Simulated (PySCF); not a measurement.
**Working out the ionisation energy of Al**

Al [Ne] 3s2 3p1 (2P) → Al⁺ [Ne] 3s2 (1S). All numbers are calculated (PySCF 2.14, the non-relativistic Hamiltonian (point nucleus), in aug-cc-pwCVTZ). Frozen: [Ne]. Energies in hartree (1 hartree = 27.21139 eV):

```json
{"part": "UHF", "Al (lower)": "-241.879246", "Al⁺ (upper)": "-241.673480"}
{"part": "CCSD correlation", "Al (lower)": "-0.051431", "Al⁺ (upper)": "-0.039802"}
{"part": "(T)", "Al (lower)": "-0.001203", "Al⁺ (upper)": "0.000000"}
```

Q: What does Hartree-Fock give?

A: (-241.673480) − (-241.879246) = 0.205766 hartree = 5.599 eV.

Q: What do CCSD and CCSD(T) give?

A: The CCSD correlation energies differ by 0.011629 hartree = 0.316 eV and the triples by 0.001203 hartree = 0.033 eV, so CCSD gives 5.915 eV and CCSD(T) 5.948 eV.

Measured between the centres of the two terms (NIST): 5.977 eV, so CCSD(T) (valence) is off by -0.029 eV.

What remains against the reference includes basis incompleteness, the frozen core and higher excitations.
